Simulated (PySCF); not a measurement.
**The bond of AlN−, level by level**

One table from this session's results is given with a row withheld; the runs are named, their logs left out.

The runs use PySCF 2.14.0; Al def2-TZVPPD, N def2-TZVPPD, no relativity.

6 further runs of the same task are left out: 6 set aside as unsound or not needed.

The first run:

The job is set up so:

```yaml
atoms: Al, N
charge: -1
basis: Al def2-TZVPPD, N def2-TZVPPD
Hamiltonian: no relativity
basis_functions: 85
electrons_treated: 21
masses_in_u: 26.9815, 14.0031
levels: PBE0, PBE, r²SCAN, LDA, TPSSh, r²SCANh, MP2, CCSD, CCSD(T)
grid: 80 radial by 434 angular points
occupations: held fixed by the projection of orbital angular momentum
dissociation_limit: Al− + N, each in its ground configuration
starting_distance_in_angstrom: 1.950
values_of_2S_to_try: 1, 3, 5
```

Launch:

```console
$ OMP_NUM_THREADS=2 python dia.py task.json out
```

Among the steps run: Set-up; First curve: PBE0; Higher solutions at PBE0; PBE; r²SCAN (meta-GGA); LDA (local density); TPSSh (hybrid meta-GGA); r²SCANh; Adding correlation.

One of the session's tables, all rows but one given; the rest of the session is left out.

Energy (eV) from each level's lowest point:

| R (Å) | ROHF-MP2 | ROHF-CCSD | ROHF-CCSD(T) | LDA | PBE |
| --- | --- | --- | --- | --- | --- |
| 1.528 | 1.222 | n/a | n/a | 1.079 | 1.218 |
| 1.599 | 0.568 | 0.521 | 0.569 | 0.479 | 0.572 |
| 1.670 | ? | ? | ? | ? | ? |
| 1.724 | 0.054 | 0.039 | 0.055 | 0.033 | 0.058 |
| 1.777 | 0.000 | 0.000 | 0.000 | 0.000 | 0.000 |
| 1.830 | 0.014 | 0.029 | 0.013 | 0.032 | 0.009 |
| 1.901 | 0.111 | 0.148 | 0.107 | 0.147 | 0.097 |
| 1.990 | 0.319 | 0.382 | 0.308 | 0.372 | 0.291 |
| 2.097 | 0.644 | 0.737 | 0.619 | 0.710 | 0.597 |
| 2.239 | 1.136 | n/a | n/a | 1.204 | 1.052 |

Q: Estimate the row for R (Å) = 1.670 from the others.

Worked estimate for «ROHF-MP2». A straight line through the neighbours (1.599, 0.568) and (1.724, 0.054) gives 0.568 + (0.054 − 0.568) × (1.670 − 1.599) / (1.724 − 1.599) = 0.276; a parabola fitted to 4 rows on both sides gives 0.185.

**Answer.** ROHF-MP2: 0.196; ROHF-CCSD: 0.167; ROHF-CCSD(T): 0.197; LDA: 0.149; PBE: 0.202. In «ROHF-MP2» the line misses by +0.080 and the parabola by -0.011.

Caveats from the session: Lowest PBE0 solution found, without spin–orbit coupling: ²Π (doublet), unpaired electrons π ↑. At some levels the lowest empty orbital lies below the highest filled one (the two can be of opposite spin). Warnings in the runs' records: inverted.
